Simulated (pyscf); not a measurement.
A first-order saddle from PySCF, ωB97X-D3(BJ)/def2-SVP:

```xyz
10

N     -0.4396     0.2214    -1.7280
Si    -0.5232    -0.8138    -0.3661
Cl     1.1112    -2.1022    -0.1370
H     -0.6532    -0.1167    -2.6608
H      0.2063     1.0034    -1.7510
H     -0.5105     0.0299     0.9959
H     -1.7121    -1.6931    -0.5149
N     -0.3136     0.2200     2.4294
H     -1.0589    -0.4241     2.7379
H      0.5286    -0.3735     2.4863
```
Charge 0, spin multiplicity 2.

Surface: doublet, charge 0. Lowest wavenumbers (cm⁻¹): 1082i, 68, 74, 136, 227.

**Question.** Name the species on either side of this saddle.

**Answer.** H₂N–SiH₂–Cl (SMILES N[SiH2]Cl) + NH₂• (SMILES [NH2]) <-> H₂N–SiH•–Cl (SMILES N[SiH]Cl) + NH₃ (SMILES N), a hydrogen abstraction read from left to right: H–Si broken and H–N formed. At ωB97M-D3(BJ)/def2-TZVP it lies +20.2 kJ/mol from the left side and +87.3 kJ/mol from the right (each side as separated species at their lowest minima found). On the reactant side the descent ends in a complex (not fully relaxed), 23.5 kJ/mol under the separated species and 41.3 kJ/mol under the saddle at ωB97X-D3(BJ)/def2-TZVP. One saddle was located; it need not be the lowest between these sides. The angle at the transferred H is 155°.
